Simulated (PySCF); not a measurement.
## Ionisation of hydrazine

System: hydrazine, `NN` (H4N2). Coordinates in Å; atoms count from 1 in this order:
```
N     0.5414   -0.4277    0.2472
N    -0.5395    0.4630    0.1778
H     0.2037   -1.3343    0.5607
H     1.0110   -0.5683   -0.6485
H    -0.2022    1.4071    0.3488
H    -1.0083    0.4643   -0.7293
```

Computed at ωB97X-D3(BJ)/ma-def2-TZVP // PBE0-D3(BJ)/def2-SVP with PySCF (density fitting, grid level 2). ωB97X-D3(BJ) is ωB97X-V with D3(BJ) in place of VV10. Zero-point and thermal terms (298.15 K, 1 bar) come from unscaled PBE0-D3(BJ)/def2-SVP harmonic frequencies, with soft modes damped to free rotors in the entropy.

Frontier levels of the parent: HOMO -9.82 eV, LUMO 1.57 eV.

Oxidation to the radical cation:
- Vertical ionisation energy (electronic): 10.11 eV
- Adiabatic ionisation energy (with zero-point energy): 7.90 eV
- Adiabatic, electronic part: 7.94 eV
- Vertical gap at the product's structure: 6.44 eV
- Inner reorganisation energy (four-point): 3666 meV
- Relaxation of product / of parent: 2167 / 1499 meV
- ⟨S²⟩ of the product: 0.754
- Largest spin populations: N2 0.53, N1 0.53
- Largest changes of atomic charge: N2 0.29, N1 0.29, H (on N1) 0.12, H (on N2) 0.12
- Distances that move most (Å): N1–N2 1.402 → 1.299
- Potential in DMF: 4.97 V absolute, 0.42 V against Fc+/Fc computed at 4.54 V (solvation -30 → -311 kJ/mol)

Solvents are IEF-PCM continua (electrostatics only, gas-phase structures); absolute potentials refer to an electron at rest in vacuum. Fc+/Fc in DMF, 4.54 V, is ωB97X-D3(BJ)/ma-def2-TZVP on PBE0-D3(BJ)/def2-SVP structures with GFN2-xTB thermal terms. Benchmark calculations put it near 5.0 V in acetonitrile and DMSO, so it is about 0.5 V low, and the value against it can read up to that much too high.

Measured values (NIST Chemistry WebBook, evaluated or the median of agreeing entries): adiabatic ionisation energy 8.10 eV (computed 7.90, difference -0.20).

Run with `OMP_NUM_THREADS=1 python redox_run.py task.json out` on 1 thread of Arm Neoverse V1, a shared host. Structures, frequencies and single points: 44 s of wall time.

Differences come from unrounded values, so a last digit can differ from that of the printed terms.
